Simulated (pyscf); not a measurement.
7 gas-phase steps of one pattern: four-centre exchange on the singlet surface, Al–H + H–O or Al–H + H–Se or B–H + H–O or Ga–H + H–O broken and Al–O + H–H or Al–Se + H–H or B–O + H–H or Ga–O + H–H formed. Optimised with ωB97X-D3(BJ)/def2-SVP in PySCF. Electronic energies in kcal/mol, between the relaxed ends of the descent from the saddle (adducts or complexes of the species named), with the reactant end as zero; ΔE‡ and ΔE at ωB97X-D3(BJ)/def2-TZVP. Rows were drawn at random from the steps of this pattern with a verified saddle, stable references and a bound adduct at one end at least.

| row | step | ΔE | ΔE‡ |
|---|---|---|---|
| 1 | BH₃ (SMILES B) + H₂O (SMILES O) → H₂B–OH (SMILES BO) + H₂ (SMILES [H][H]) | -16.0 | 23.6 |
| 2 | H₂Se (SMILES [SeH2]) + AlH₃ (SMILES [AlH3]) → H₂Al–SeH (SMILES [AlH2][SeH]) + H₂ (SMILES [H][H]) | -14.4 | 13.3 |
| 3 | AlH₃ (SMILES [AlH3]) + H₂O (SMILES O) -> HO–AlH₂ (SMILES [OH][AlH2]) + H₂ (SMILES [H][H]) | -9.7 | ? |
| 4 | H₂Al–PH₂ (SMILES [AlH2][PH2]) + H₂O (SMILES O) → HO–AlH–PH₂ (SMILES [OH][AlH][PH2]) + H₂ (SMILES [H][H]) | -8.8 | 16.9 |
| 5 | H₂O (SMILES O) + HO–AlH–OH (SMILES [OH][AlH][OH]) → HO–Al(OH)–OH (SMILES [OH][Al]([OH])[OH]) + H₂ (SMILES [H][H]) | -8.2 | 17.1 |
| 6 | H₂O (SMILES O) + F–AlH₂ (SMILES [F][AlH2]) → HO–AlH–F (SMILES [OH][AlH][F]) + H₂ (SMILES [H][H]) | -8.1 | 17.4 |
| 7 | HO–GaH₂ (SMILES [OH][GaH2]) + H₂O (SMILES O) → HO–GaH–OH (SMILES [OH][GaH][OH]) + H₂ (SMILES [H][H]) | +3.5 | 28.4 |

### Question
From a straight line through the complete rows, estimate the missing barrier and say how far the line can be trusted.

### Answer
Over the 6 complete rows the means are -8.7 (ΔE) and 19.5 (ΔE‡); least squares gives b = 0.48 and a = 23.6 kcal/mol, with residuals of 4.0 kcal/mol (root mean square; largest 7.7, row 1). For row 3: 23.6 + 0.48 × (-9.7) = 18.9 kcal/mol. The computed barrier is 15.7 kcal/mol, 3.2 under the line. The scatter is large against the spread of the barriers, so the line says little here. Each barrier is that of the saddle found. Elements up to Kr have no core potential and no relativistic terms here.
